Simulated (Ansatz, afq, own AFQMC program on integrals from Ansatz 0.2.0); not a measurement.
**Where AFQMC and coupled cluster stand for BGeH$_{6}$, doublet**

```xyz
8

B    -2.6129    0.0000    0.0000
H    -3.2097    1.0336    0.0000
H    -3.2097   -1.0336    0.0000
H    -1.2709    0.0000    0.0000
Ge    0.4571    0.0000    0.0000
H     0.9257   -1.4659    0.0000
H     0.9257    0.7330   -1.2695
H     0.9257    0.7330    1.2695
```

Basis cc-pVDZ. Only valence electrons are correlated. Ansatz 0.2.0 and our own AFQMC program on the same integrals; the CISD trial comes from CCSD amplitudes, and released means the phaseless constraint is let go. ± is one standard error of the sampling. No spin–orbit coupling.

Determinant: UHF, the one that the program's search chose, which needn't be the lowest solution. The geometry is a point of a scan.

No full CI on the walks' own integrals is used here; CCSDT(Q) serves as the reference and is uncertain by about the last step of the cluster series.

Cautions: no relativity below Rb; no spin-orbit coupling; inner d shell frozen; the released energies are still falling, so no released level is given (meV from the phaseless value at times in 1/Eh: -2 ± 3 at 0.24, -3.6 ± 2.0 at 0.51, -6.5 ± 2.0 at 0.99, -7.9 ± 2.1 at 1.62, -11.9 ± 2.3 at 2.40).

The T1 diagnostic is 0.0111, the weight of the determinant in the CISD state is 0.874 and the ⟨S²⟩ of the determinant is 0.767. The size of the correlated space is 13 electrons in 56 orbitals.

Reference: CCSDT(Q), correlation energy -6.819 eV.

| level | E − E(reference) (meV) | share of correlation (%) |
| --- | --- | --- |
| HF | 6819.1 | 0.00 |
| MP2 | 1519.7 | 77.71 |
| CCSD | 167.5 | 97.54 |
| CCSD(T) | 34.5 | 99.49 |
| CCSDT | 4.2 | 99.94 |
| ph-AFQMC/CISD | 6.3 ± 3.2 | 99.91 |

A walk keeps the symmetry of its determinant, which the program's search chose and which needn't be the lowest solution, so a lower state of the same spin and another symmetry isn't excluded.
